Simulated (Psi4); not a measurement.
**BPH6 (SMILES [BH3-][PH3+]): HF/STO-3G**

Aim: the vertical electron affinity of BPH6 at HF/STO-3G, from 2 runs. 

The results are computed with Psi4 1.11.

1 further run of the same task is left out (set aside as unsound or not needed). Runs told in other sessions of the task aren't counted.

## Step 1: Starting point

The species is BPH6 (8 atoms), meant as a singlet with charge 0. As SMILES, `[BH3-][PH3+]`. The coordinates come from a PBE0-D4/def2-TZVP relaxation.

Bond lengths: B1–P2 1.910 Å, B1–H3 1.209 Å, B1–H4 1.209 Å, B1–H5 1.209 Å, P2–H6 1.408 Å, P2–H7 1.409 Å, P2–H8 1.408 Å. Some angles: B1–P2–H6 118.0°, B1–P2–H7 118.1°, B1–P2–H8 118.0°, P2–B1–H3 103.8°, P2–B1–H4 103.8°, P2–B1–H5 103.8°, H6–P2–H7 99.7°, H6–P2–H8 99.7°, H7–P2–H8 99.7°, H3–B1–H4 114.5°.

## Step 2: A single-point energy at HF/STO-3G

input.json reads:

```json
{
 "schema_name": "qcschema_input",
 "schema_version": 1,
 "molecule": {
  "schema_name": "qcschema_molecule",
  "schema_version": 2,
  "symbols": ["B", "P", "H", "H", "H", "H", "H", "H"],
  "geometry": [-1.0508767, 0.42934578, -1.72720968, 0.81995217, -0.34317426, 1.26177013, -3.20006222, 0.64836503, -0.98284656, -0.69504127, -1.37987802, -3.07647413, -0.1048798, 2.37009451, -2.47535225, 0.7914173, 1.42806603, 3.24806126, 3.4451597, -0.71866285, 1.03386916, 0.16856357, -2.54205958, 2.61273534],
  "molecular_charge": 0,
  "molecular_multiplicity": 1,
  "fix_symmetry": "c1",
  "fix_com": true,
  "fix_orientation": true
 },
 "driver": "energy",
 "model": {
  "method": "scf",
  "basis": "STO-3G"
 },
 "keywords": {
  "puream": true,
  "e_convergence": 1e-09,
  "d_convergence": 1e-08,
  "scf_type": "pk",
  "scf_properties": ["WIBERG_LOWDIN_INDICES", "MULLIKEN_CHARGES", "LOWDIN_CHARGES"]
 }
}
```

Run with:

```console
psi4 --qcschema input.json -n 1 --memory 1600MB
```

stdout:

```text
[...]
  Running in c1 symmetry.
[...]
  Nuclear repulsion =   59.544517167020494
[...]
  Multiplicity = 1
[...]
  Nalpha       = 13
  Nbeta        = 13
[...]
    Number of basis functions: 20
[...]
   @RHF iter   1:  -364.72042155367626   -2.15920e+00   7.55998e-03 DIIS/ADIIS
[...]
   @RHF iter   9:  -364.74642191843947    3.97904e-13   8.04715e-10 DIIS
[...]
    Orbital Energies [Eh]
    ---------------------
    Doubly Occupied:
       1A    -79.104181     2A     -7.398333     3A     -7.279896
       4A     -5.224742     5A     -5.224741     6A     -5.224282
       7A     -0.900226     8A     -0.631080     9A     -0.550182
      10A     -0.550153    11A     -0.380845    12A     -0.364911
      13A     -0.364890
[...]
  @RHF Final Energy:  -364.74642191843947
   => Energetics <=
    Nuclear Repulsion Energy =             59.5445171670204942
    One-Electron Energy =                -622.1849578640814116
    Two-Electron Energy =                 197.8940187786215006
    Total Energy =                       -364.7464219184394665
[...]
 Multipole Moments:
 ------------------------------------------------------------------------------------
     Multipole            Electronic (a.u.)      Nuclear  (a.u.)        Total (a.u.)
 ------------------------------------------------------------------------------------
 L = 1.  Multiply by 2.5417464519 to convert [e a0] to [Debye]
 Dipole X            :         -6.3372208            7.4500563            1.1128355
 Dipole Y            :          2.7353594           -3.1949599           -0.4596005
 Dipole Z            :         -8.8726068           10.6504964            1.7778896
 Magnitude           :                                                    2.1472137
[...]
  Mulliken Charges: (a.u.)
   Center  Symbol    Alpha    Beta     Spin     Total
       1     B     2.54775  2.54775  0.00000 -0.09550
       2     P     7.21142  7.21142  0.00000  0.57716
       3     H     0.55930  0.55930  0.00000 -0.11860
       4     H     0.55928  0.55928  0.00000 -0.11857
       5     H     0.55930  0.55930  0.00000 -0.11861
       6     H     0.52098  0.52098  0.00000 -0.04196
       7     H     0.52098  0.52098  0.00000 -0.04196
       8     H     0.52098  0.52098  0.00000 -0.04197
   Total alpha = 13.00000, Total beta = 13.00000, Total charge =  0.00000
[...]
```

The result, in JSON:

```text
{
 "driver": "energy",
 "model": {
  "method": "scf",
  "basis": "STO-3G"
 },
 "success": true,
 "return_result": -364.74642191843947,
 "properties": {
  "calcinfo_nbasis": 20,
  "calcinfo_nmo": 20,
  "calcinfo_nalpha": 13,
  "calcinfo_nbeta": 13,
  "calcinfo_natom": 8,
  "nuclear_repulsion_energy": 59.544517167020494,
  "return_energy": -364.74642191843947,
  "scf_one_electron_energy": -622.1849578640814,
  "scf_two_electron_energy": 197.8940187786215,
  "scf_dipole_moment": [1.1128355231503866, -0.4596004898034196, 1.777889554930292],
  "scf_total_energy": -364.74642191843947,
  "scf_iterations": 9
 }
}
```

Wall time 1.1 s (1 thread of Intel Xeon 6975P-C (Granite Rapids), shared host); peak memory 0.18 GiB.

## Step 3: The doublet anion: energy and forces at UHF/STO-3G

input.inp reads:

```
memory 1600 mb

molecule molecule1 {
  -1 2
  B     -0.556100     0.227200    -0.914000
  P      0.433900    -0.181600     0.667700
  H     -1.693400     0.343100    -0.520100
  H     -0.367800    -0.730200    -1.628000
  H     -0.055500     1.254200    -1.309900
  H      0.418800     0.755700     1.718800
  H      1.823100    -0.380300     0.547100
  H      0.089200    -1.345200     1.382600
  symmetry c1
  no_reorient
  no_com
}

set globals {
  reference     uhf
  puream        true
  e_convergence 1e-09
  d_convergence 1e-08
  scf_type      pk
  maxiter       100
}

e_tot, wfn = gradient("hf/STO-3G", return_wfn=True)
oeprop(wfn, "MAYER_INDICES", "MULLIKEN_CHARGES", "QUADRUPOLE", title="HF")
```

Run with:

```console
psi4 -i input.inp -o input.out -n 1
```

input.out (excerpt; [...] marks lines left out):

```text
[...]
  Running in c1 symmetry.
[...]
  Nuclear repulsion =   59.544517156228117
[...]
  Multiplicity = 2
[...]
  Nalpha       = 14
  Nbeta        = 13
[...]
    Number of basis functions: 20
[...]
   @UHF iter   1:  -364.33731199756119   -1.77609e+00   6.32041e-03 DIIS/ADIIS
[...]
   @UHF iter  18:  -364.36128740195892   -5.11591e-13   8.24938e-09 DIIS
[...]
   @S^2 Observed:                7.733201367E-01
[...]
  @UHF Final Energy:  -364.36128740195892
   => Energetics <=
    Nuclear Repulsion Energy =             59.5445171562281175
    One-Electron Energy =                -630.4464217811721483
    Two-Electron Energy =                 206.5406172229850768
    Total Energy =                       -364.3612874019589185
  UHF NO Occupations:
  HONO-2 :   12  A 1.9988078
  HONO-1 :   13  A 1.9902889
  HONO-0 :   14  A 1.0000000
  LUNO+0 :   15  A 0.0097111
  LUNO+1 :   16  A 0.0011922
[...]
  -Total Gradient:
     Atom            X                  Y                   Z
    ------   -----------------  -----------------  -----------------
       1       -0.004825857170     0.000213643964    -0.009779492463
       2        0.120019203994    -0.184293584670     0.037091047736
       3       -0.013748338509    -0.003038876228     0.025145980022
       4        0.010003039596    -0.024576906951    -0.007605321657
       5        0.022006434823     0.016845734806     0.007915342710
       6        0.002000455414     0.015401218565     0.021742532872
       7       -0.094855970931     0.074550382434    -0.024090118090
       8       -0.040598967220     0.104898388079    -0.050419971129
[...]
 Multipole Moments:
 ------------------------------------------------------------------------------------
     Multipole            Electronic (a.u.)      Nuclear  (a.u.)        Total (a.u.)
[...]
  Mulliken Charges: (a.u.)
   Center  Symbol    Alpha    Beta     Spin     Total
       1     B     2.48960  2.61028 -0.12068 -0.09988
       2     P     7.58923  7.04663  0.54261  0.36414
       3     H     0.60576  0.57766  0.02810 -0.18342
       4     H     0.59043  0.58417  0.00626 -0.17460
       5     H     0.60580  0.57765  0.02815 -0.18345
       6     H     0.55568  0.61123 -0.05555 -0.16691
       7     H     0.78154  0.49631  0.28523 -0.27785
       8     H     0.78196  0.49608  0.28588 -0.27804
   Total alpha = 14.00000, Total beta = 13.00000, Total charge = -1.00000
[...]
```

It took 1.2 s on 1 thread of Intel Xeon 6975P-C (Granite Rapids), shared host; peak memory 0.19 GiB.

## Step 4: What came out

Level: HF/STO-3G.

| quantity | value |
| --- | --- |
| singlet BPH6: total energy | -364.74642 Eh |
| singlet BPH6: dipole moment | 5.46 D |
| singlet BPH6: HOMO energy | -9.93 eV |
| singlet BPH6: LUMO energy | 11.17 eV |
| singlet BPH6: HOMO–LUMO gap | 21.10 eV |
| doublet anion: total energy | -364.36129 Eh |
| doublet anion: HOMO energy (highest over α and β) | 9.78 eV |
| doublet anion: LUMO energy (lowest over α and β) | 19.35 eV |
| doublet anion: ⟨S²⟩ | 0.773 |
| doublet anion: largest force on an atom | 11.469 eV/Å |
| vertical electron affinity (to the doublet anion) | -10.480 eV |

What this shows: The anion lies 10.48 eV (1011 kJ/mol) above the neutral: the electron isn't bound at this level, and such a value depends on the basis. Without diffuse functions anions come out too high. Hartree–Fock misses the correlation that binds many anions. In a minimal basis such a difference can be off by several eV, whatever the method. The HOMO (doublet anion) lies at positive energy, 9.78 eV: the electron is unbound at this level or held by a compact basis; values depend on the basis.
